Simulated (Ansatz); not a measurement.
# Relaxing Sr₂TlO₃

These are results of DFT PBE, scalar-relativistic, plane waves, PAW (Ansatz), not measurements. Cutoff 420 eV, Γ-centred k mesh, Gaussian smearing, no spin polarisation in the final step.

The start puts Sr₂TlO₃ on the MAX phase (312) structure type (P6_3/mmc, No. 194), with Tl in place of Si, Sr in place of C, O in place of Ti, at a guessed volume.

```yaml
crystal:
  lattice:
    - [3.58471, 0.00000, 0.00000]
    - [-1.79236, 3.10445, 0.00000]
    - [0.00000, 0.00000, 20.66757]
  atoms:
    - { symbol: Sr, position: [0.33333, 0.66667, 0.92800] }
    - { symbol: Sr, position: [0.66667, 0.33333, 0.42800] }
    - { symbol: Sr, position: [0.66667, 0.33333, 0.07200] }
    - { symbol: Sr, position: [0.33333, 0.66667, 0.57200] }
    - { symbol: Tl, position: [0.00000, 0.00000, 0.25000] }
    - { symbol: Tl, position: [0.00000, 0.00000, 0.75000] }
    - { symbol: O, position: [0.00000, 0.00000, 0.50000] }
    - { symbol: O, position: [0.00000, 0.00000, 0.00000] }
    - { symbol: O, position: [0.33333, 0.66667, 0.36500] }
    - { symbol: O, position: [0.66667, 0.33333, 0.86500] }
    - { symbol: O, position: [0.66667, 0.33333, 0.63500] }
    - { symbol: O, position: [0.33333, 0.66667, 0.13500] }
```

Steps on the 6×6×1 mesh (12 atoms). 8 of 8 steps are shown, and the free energy counts from the last. Trial steps that were taken back and renewals of the plane-wave basis can be among the rows.

```
step  ΔF (meV/atom) V (Å³/atom) P (GPa) largest force component (eV/Å)
   1          235.2        19.17     2.17                           0.914
   2          129.0        19.52    -2.24                           0.784
   3           62.3        18.53    -1.62                           0.906
   4            8.9        17.25     1.00                           0.621
   5            7.1        16.77     2.74                           0.301
   6           -0.4        17.29     0.23                           0.086
   7           -0.6        17.33     0.01                           0.031
   8            0.0        17.33    -0.07                           0.031
```

A final relaxation ran on a 12×12×2 mesh. The relaxed crystal, P6_3/mmc (No. 194):

```
Sr Tl O
1.0
     3.66849    0.00000    0.00000
    -1.83425    3.17701    0.00000
     0.00000    0.00000   17.83442
Sr Tl O
4 2 6
Direct
  0.33333 0.66667 0.91564
  0.66667 0.33333 0.41564
  0.66667 0.33333 0.08436
  0.33333 0.66667 0.58436
  0.00000 0.00000 0.25000
  0.00000 0.00000 0.75000
  0.00000 0.00000 0.50000
  0.00000 0.00000 0.00000
  0.33333 0.66667 0.33699
  0.66667 0.33333 0.83699
  0.66667 0.33333 0.66301
  0.33333 0.66667 0.16301
```

For Sr₂TlO₃, the volume per atom is 17.32 Å³, the density is 6.83 g/cm³ and the energy over the elements is -1.93 eV/atom. The gap on the 12×12×2 mesh is 0 eV (a metal).

Formation energies are uncorrected and refer to the elements' standard structures at the same level (O₂ as a molecule).

The final run used a 12×12×2 mesh on its 12-atom cell and 0.10 eV smearing. For metals, differences of a few meV/atom aren't resolved. Spin–orbit coupling is left out.

Symmetry constrained the relaxation, so the result can be a saddle point.

Cost: 3 runs of about 3.6 core-minutes in all, on Arm Neoverse V1 (shared hosts).